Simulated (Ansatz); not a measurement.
Sr (fcc, Cu type): values from a third-order Birch-Murnaghan fit to a volume scan beside measured ones. Computed values: r2SCAN (plane waves to 500 eV, PAW, scalar-relativistic; Ansatz, a program for electronic structure). Sr was relaxed with its symmetry unable to fall.

| quantity | reference | kind |
|---|---|---|
| Lattice constant a (Å) | 6.045 | measured, corrected to the static lattice |
| Bulk modulus B₀ (GPa) | 12.5 | measured, corrected to the static lattice |

References as given in: Gábor I. Csonka, John P. Perdew, Adrienn Ruzsinszky et al., Physical Review B (2009), arXiv:0903.4037; H. Levämäki, M. P. J. Punkkinen, K. Kokko et al., Physical Review B (2014), arXiv:1402.3671.

Task: What does r2SCAN give, and how far is that from the reference?

Result: 
| quantity | r2SCAN | difference |
|---|---|---|
| Lattice constant a (Å) | 6.101 | +0.9 % |
| Bulk modulus B₀ (GPa) | 11.8 | -6.0 % |

r2SCAN overestimates the lattice constant a by 0.9 %. r2SCAN underestimates the bulk modulus B₀ by 6.0 %.

(Under strain, the slope of the energy per volume gives the stress and its curvature an elastic modulus.)
